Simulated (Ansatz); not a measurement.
Two isomers of C3H5ClO: A = `ClCC1CO1`, B = `ClC1CCO1`.

Isolated molecules relaxed with PBE0-D4/def2-TZVP in Ansatz; ΔE leaves out vibrations. CCSD(T)/CBS is the MP2 limit (def2-TZVPP, def2-QZVPP) plus CCSD(T) − MP2 in def2-TZVPP, frozen cores. Functionals use def2-TZVPP. B3LYP here is the variant with VWN-RPA as its local correlation; programs differ in this. One conformer a species, not always the lowest.

A:

```xyz
10

Cl    0.5348    1.2779   -2.0223
C    -0.6016    0.3862   -0.9793
C    -0.0926    0.3518    0.4263
C     0.7081   -0.7667    0.9030
O    -0.6668   -0.6531    1.2430
H    -1.5622    0.8968   -1.0421
H    -0.7030   -0.6235   -1.3750
H     0.0279    1.3215    0.9056
H     0.9522   -1.5739    0.2165
H     1.4030   -0.6169    1.7243
```

B:

```xyz
10

Cl   -1.514   -1.691   -0.883
C    -0.346   -0.319   -0.913
C    -0.453    0.605    0.295
C     0.890   -0.015    0.684
O     0.954   -0.710   -0.579
H    -0.424    0.092   -1.918
H    -0.401    1.661    0.032
H    -1.296    0.424    0.957
H     1.733    0.669    0.801
H     0.859   -0.715    1.523
```

Which is lower in electronic energy at CCSD(T)/CBS, and by how much? (Best estimate.)

Ansatz gave: B, by 4.6 kcal/mol.

Give E(B) − E(A) in kcal/mol with CCSD(T)/def2-TZVPP, LDA (SPW92), r2SCAN-D4, MP2/def2-TZVPP, ωB97M-V, B3LYP-D4, CCSD(T)/def2-SVP. (Estimate.)

Computed: CCSD(T)/def2-TZVPP -4.8, LDA (SPW92) -6.9, r2SCAN-D4 -4.1, MP2/def2-TZVPP -3.8, ωB97M-V -5.2, B3LYP-D4 -4.7, CCSD(T)/def2-SVP -5.0. None reverses the order clearly.

Does the order hold for the free energy at 298.15 K (harmonic terms from PBE0-D4)? (Estimate.)

The calculation gave: Yes: G(B) − G(A) = -3.7 kcal/mol, for one conformer each.

Largest T1 diagnostic: 0.011.

Leaving LDA and LC-ωPBE aside and taking each functional with its dispersion term where it has one, the values, not all of them listed here, spread over 1.5 kcal/mol, from ωB97M-V to B97M-V. LDA lies −2.4 kcal/mol from PBE without D4. From BLYP to BHLYP (50 % exact exchange), in def2-TZVPP and without D4, E(B) − E(A) moves by −0.9 kcal/mol.
